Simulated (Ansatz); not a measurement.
# CH4BS: the cost of one run

Method: UKS PBE0-D4/def2-SVP, in Ansatz 0.2.0.

### Step 1. The structure to begin with

Bond lengths: C1–B2 1.485 Å, B2–S3 1.803 Å, C1–H4 1.081 Å, C1–H5 1.078 Å, B2–H6 1.169 Å, S3–H7 1.332 Å. Angles: C1–B2–S3 119.8°, C1–B2–H6 124.8°, S3–B2–H6 115.4°, B2–C1–H4 124.2°, B2–C1–H5 122.9°, H4–C1–H5 112.9°, B2–S3–H7 98.3°.

Structure file:

```xyz
7

C    -0.6801    0.4166   -0.5650
B     0.1200    0.2712    0.6778
S     1.3613   -1.0305    0.7983
H    -0.5758   -0.2185   -1.4332
H    -1.4354    1.1760   -0.6900
H     0.0146    0.9522    1.6216
H     1.1954   -1.5671   -0.4095
```

### Step 2. End point A

input.yaml reads:

```yaml
crystal:
  periodic: [false, false, false]
  atoms:
    - { symbol: C, position_ang: [-0.68014, 0.41664, -0.56503] }
    - { symbol: B, position_ang: [0.11999, 0.27118, 0.6778] }
    - { symbol: S, position_ang: [1.36125, -1.03051, 0.79831] }
    - { symbol: H, position_ang: [-0.57577, -0.21849, -1.43318] }
    - { symbol: H, position_ang: [-1.43539, 1.17601, -0.68997] }
    - { symbol: H, position_ang: [0.01463, 0.95222, 1.62158] }
    - { symbol: H, position_ang: [1.19542, -1.56706, -0.40951] }
magnetization:
  spin_polarized: true
  initial_magnetization: 1
basis:
  gaussian: { orbitals: def2-SVP }
hamiltonian:
  xc: pbe0
  dispersion: d4
relax:
  f_tol: 0.015
  max_steps: 40
output:
  orbitals: {}
```

On the command line:

```bash
$ ansatz run input.yaml --threads 1 --pin off --max-ram 2048MiB --backend cpu --events-out ev --progress --plain --runs-dir out
```

What time and memory should one allow on 1 thread of an x86-64 CPU, shared host?

About 13 s, with a peak of 0.17 GiB.
